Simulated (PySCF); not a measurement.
System (SMILES): ClB(Cl)Cl.
Geometry (B3LYP-D3(BJ)/def2-TZVP, fixed):
```xyz
4

B      0.0000     0.0000     0.0000
Cl     0.0051     1.7450    -0.0247
Cl     1.5085    -0.8773    -0.0189
Cl    -1.5136    -0.8677     0.0437
```

Basis-set convergence of the isotropic shielding of B1 at PBE0 with PySCF. GIAO, no density fitting; atoms are numbered in the order shown. All functions are spherical. No added dispersion term, no relativity. Reference: the value in pcseg-3, 45.93 ppm, itself unsure by roughly 0.14 ppm (its distance from pcSseg-2). Deviations are taken from unrounded values. Cost is core time over that of pcSseg-1, rough, on shared machines of one kind.

| basis | functions | cost |
|---|---|---|
| pcSseg-0 | 48 | 0.4× |
| pcSseg-1 | 89 | 1× |
| aug-cc-pV(D+d)Z | 119 | 2× |
| pcSseg-2 | 165 | 5× |
| jun-cc-pV(T+d)Z | 183 | 8× |
| aug-cc-pV(T+d)Z | 211 | 10× |
| cc-pCVTZ | 220 | 10× |

Q: Which is the smallest set listed that can be trusted to 5 ppm here, that is, within that of the reference together with its larger relatives (same family, alike in diffuse functions; a set with none to test it counts only in the reference's own line)?

A: The smallest set listed that lies within 5 ppm of the reference with all its larger relatives (same family, alike in diffuse functions; a set with none counts only in the reference's own line) is pcSseg-1 (89 functions, 1× in cost, 3.51 ppm off). Inside, with no larger relative to test it: cc-pCVTZ. Value minus reference: pcSseg-0 -7.56, pcSseg-1 3.51, aug-cc-pV(D+d)Z 16.85, pcSseg-2 0.14, jun-cc-pV(T+d)Z 6.56, aug-cc-pV(T+d)Z 6.71, cc-pCVTZ 2.38 ppm.
